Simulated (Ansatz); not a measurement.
# C₂H₅NS: up Jacob's ladder to CCSD(T)

How much do the methods differ for C₂H₅NS? The plan is to run it at one geometry with functionals of several rungs and with coupled cluster. The yardstick is the atomisation energy at the CCSD(T) limit.

The runs use Ansatz 0.2.0, Gaussian basis; functionals in def2-TZVPP, the program's frozen cores in correlated methods.

Levels to be run: LDA (SPW92), PBE-D4, revPBE-D4, BLYP-D4, r2SCAN-D4, B97M-V, PBE0-D4, B3LYP-D4, r2SCANh-D4, r2SCAN0-D4, HSE06-D4, BHLYP-D4, CAM-B3LYP-D4, LC-ωPBE, ωB97X-V, ωB97M-V, B2PLYP, PBE-QIDH; CCSD(T)/def2-SVP; CCSD(T)/def2-TZVPP; MP2/def2-QZVPP; extrapolation to the limit; RPA on PBE.

## Step 1: The relaxed structure

An earlier PBE0-D4 in a triple-zeta def2 set relaxation fixed the geometry.

9 atoms, charge 0, spin multiplicity 1.

Atoms are counted from 1 here; the program's logs count them from 0.

Bond lengths: C1–N2 1.438 Å, C1–H5 1.100 Å, C1–H6 1.093 Å, C1–H7 1.093 Å, N2–C3 1.255 Å, C3–S4 1.754 Å, C3–H8 1.099 Å, S4–H9 1.341 Å. Angles: N2–C1–H5 113.6°, N2–C1–H6 109.3°, N2–C1–H7 109.3°, H5–C1–H6 108.8°, H5–C1–H7 108.8°, H6–C1–H7 106.9°, C1–N2–C3 118.0°, N2–C3–S4 120.4°, N2–C3–H8 124.1°, S4–C3–H8 115.5°, C3–S4–H9 95.5°.

## Step 2: LDA

This LDA is Slater exchange with PW92 correlation.

File in.yaml:

```yaml
crystal:
  periodic: [false, false, false]
  atoms:
    - {symbol: C, position_ang: [-0.059185, 1.460333, 0.196119]}
    - {symbol: N, position_ang: [0.415399, 0.174874, 0.632766]}
    - {symbol: C, position_ang: [0.096250, -0.832291, -0.043687]}
    - {symbol: S, position_ang: [0.641127, -2.429935, 0.432607]}
    - {symbol: H, position_ang: [-0.672164, 1.417123, -0.716073]}
    - {symbol: H, position_ang: [-0.648895, 1.917841, 0.995157]}
    - {symbol: H, position_ang: [0.795259, 2.118152, 0.015200]}
    - {symbol: H, position_ang: [-0.523672, -0.794985, -0.949792]}
    - {symbol: H, position_ang: [0.044381, -3.077512, -0.579397]}
basis:
  gaussian: {orbitals: def2-TZVPP}
hamiltonian: {xc: lda}
output: {orbitals: {seedname: orbitals}}
```

Started as:

```sh
ansatz run in.yaml --threads 2 --pin off --events-out ev --progress --plain --max-ram 4352MiB
```

Further steps of the session: PBE-D4 (GGA); revPBE-D4 (GGA); BLYP-D4 (GGA); r2SCAN-D4 (meta-GGA); B97M-V (meta-GGA); B3LYP-D4 (hybrid); r2SCANh-D4 (hybrid); r2SCAN0-D4 (hybrid); HSE06-D4 (hybrid); BHLYP-D4 (hybrid); CAM-B3LYP-D4 (range-separated); LC-ωPBE (range-separated); ωB97X-V (range-separated); ωB97M-V (range-separated); B2PLYP (double hybrid); PBE-QIDH (double hybrid); CCSD(T) in def2-SVP; CCSD(T) in def2-TZVPP; MP2 in def2-QZVPP; RPA on PBE orbitals.

**Question.** What will the summary of the whole plan be? Wanted: atomisation energy, CCSD(T)/CBS; farthest beyond LDA; mean size of error, GGA; mean size of error, meta-GGA; mean size of error, hybrid; mean size of error, range-separated; mean size of error, double hybrid; gap, smallest and largest; T1 diagnostic.

**Answer**, as computed:

```
                               quantity                                      value
        atomisation energy, CCSD(T)/CBS                             792.2 kcal/mol
functionals within 4.0 kcal/mol (0.5 %)             r2SCAN-D4, r2SCANh-D4, LC-ωPBE
                    farthest beyond LDA                    PBE-D4 (+29.0 kcal/mol)
                mean size of error, GGA                              15.4 kcal/mol
           mean size of error, meta-GGA                               4.7 kcal/mol
             mean size of error, hybrid                              10.5 kcal/mol
    mean size of error, range-separated                               4.8 kcal/mol
      mean size of error, double hybrid                               5.0 kcal/mol
              gap, smallest and largest  4.58 eV (LDA (SPW92)), 11.82 eV (LC-ωPBE)
                          T1 diagnostic                                     0.0126
triples share of the correlation energy                                      4.4 %
```

LDA overbinds by 131.1 kcal/mol (17 %). PBE-D4 is off by +29.0 kcal/mol. Double hybrids carry the basis error of their MP2 part in triple zeta, and no dispersion term here, so their miss is partly the set-up's. Taken by rung, meta-GGA functionals do best (4.7 kcal/mol on average) and GGA ones worst beyond LDA (15.4 kcal/mol). The gap between the best rungs is small, so their order is not settled. Misses under about 4.0 kcal/mol are within the doubt on the reference itself, which lacks core-valence correlation, relativity and higher excitations. Hartree-Fock recovers 69 % of the binding; the rest is correlation. CCSD(T) in def2-SVP is off by -45.2 kcal/mol, so the small basis spoils what the method gains. Orbital gaps span 4.6 to 11.8 eV; exact exchange widens them.
